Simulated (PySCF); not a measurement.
C₂F₂S.
SMILES: `FC(F)=C=S`

Computed with PySCF, PBE0-D3(BJ)/def2-SVP geometry optimisation, gas phase.

Masses are those of the commonest isotopes; rigid-rotor values at the optimised geometry. 

What are A, B and C (GHz)?

Ia = 45.29, Ib = 237.79, Ic = 283.07 u·Å²; 505379 MHz·u·Å²/I gives 11160, 2125 and 1785 MHz, that is A = 11.160, B = 2.1254, C = 1.7853 GHz.

Classify the top.

A near-prolate asymmetric top; Ray's κ = -0.927.

Is it planar, by Δ = Ic − Ia − Ib?

Planar: Δ = Ic − Ia − Ib = 0.00 u·Å². For a rigid frame Δ = −2 Σ m c², so it vanishes when all atoms lie in the ab plane; here none is more than 0.01 Å from it.

Predict some low-J microwave lines.

The dipole components are |μa| = 0.55 D, |μb| = 0.00 D, |μc| = 0.00 D; the symmetry axis of this C2v structure is a, so μb and μc vanish by symmetry and there are no b-type or c-type lines. Some lines, for components of 0.1 D or more:

```
type  branch         J(Ka,Kc)    MHz  lower level (cm⁻¹)
   a       Q  1(1,0) ← 1(1,1)    340               0.432
   a       Q  2(1,1) ← 2(1,2)   1020               0.681
   a       Q  3(1,2) ← 3(1,3)   2040               1.055
   a       R  1(0,1) ← 0(0,0)   3911               0.000
   a       R  2(1,2) ← 1(1,1)   7481               0.432
   a       R  2(0,2) ← 1(0,1)   7812               0.130
   a       R  2(1,1) ← 1(1,0)   8161               0.443
   a       R  3(1,3) ← 2(1,2)  11216               0.681
   a       R  3(0,3) ← 2(0,2)  11694               0.391
   a       R  3(2,2) ← 2(2,1)  11732               1.619
   a       R  3(2,1) ← 2(2,0)  11770               1.620
   a       R  3(1,2) ← 2(1,1)  12236               0.715
```

Estimate the classical rotational partition function at 50 K, 200 K and 298.15 K.

Point group C2v, symmetry number σ = 2; q = (√π/σ)·√((kT/h)³/(ABC)), k/h = 20836.6 MHz/K: 4580 at 50 K, 36600 at 200 K, 66700 at 298.15 K.

Whether it is a minimum is left open (no frequencies). These are rigid-rotor constants of the computed structure; measured ground-state constants (B0) also hold zero-point vibration.

Hardware: an Arm Neoverse V1 with one thread, shared host. Cost: 22 s of wall time. These figures are those of the optimisation.
